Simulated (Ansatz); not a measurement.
## Energy profile

The step: Si₂H₆ ([SiH3][SiH3]) + HF → SiH₃F ([F][SiH3]) + SiH₄; bonds formed: Si1–F7, Si2–H6; bonds broken: Si1–Si2, H6–F7 (atoms numbered as in the saddle structure below).

Si1  (-0.951, 0.704, -0.304)
Si2  (0.926, -0.990, 0.143)
H3  (-1.246, -0.524, -1.129)
H4  (-2.109, 0.783, 0.609)
H5  (-0.770, 1.759, -1.323)
H6  (0.520, 0.693, 0.711)
F7  (0.089, 1.778, 0.958)
H8  (2.139, -0.940, 1.011)
H9  (0.055, -2.102, 0.592)
H10  (1.346, -1.162, -1.268)
(Å)

Electronic energies by CCSD(T) at an estimated basis limit (MP2 extrapolated from triple and quadruple zeta, plus CCSD(T) − MP2 in triple zeta), on PBE0-D4/def2-TZVP structures; Si2H7F, singlet; no counterpoise correction. Ansatz 0.2.0; basis: def2-TZVPP and def2-QZVPP; cores frozen in the correlated methods. Extrapolation: Hartree–Fock as exp(−7.88 √X), correlation as X^−2.97.

Problem. Give the profile in eV, counted from the separated reactants. (To be estimated.)

Solution. Computed:
```csv
point,eV
"separated: Si2H6 (linked as [SiH3][SiH3]; Si1, Si2, H3, H4, H5, H8, H9, H10; singlet) + HF (H6, F7; singlet)",0.000
start structure,-0.071
saddle,1.676
end structure,-1.315
"separated: SiH3F (linked as [F][SiH3]; Si1, H3, H4, H5, F7; singlet) + SiH4 (Si2, H6, H8, H9, H10; singlet)",-1.285
```

No T1 diagnostic of these runs exceeds 0.015. The end structure is not quite a true minimum (one mode of 35i cm⁻¹).

For scale, one of the runs: CCSD(T)/def2-TZVPP, 213 basis functions, launched by `ansatz run in.yaml --threads 4 --pin off --events-out ev --progress --plain --max-ram 9574MiB`. Time: 35 s of wall clock on 4 CPU threads of an Arm Neoverse V1; the host was shared. Peak host memory: 2.9 GiB.
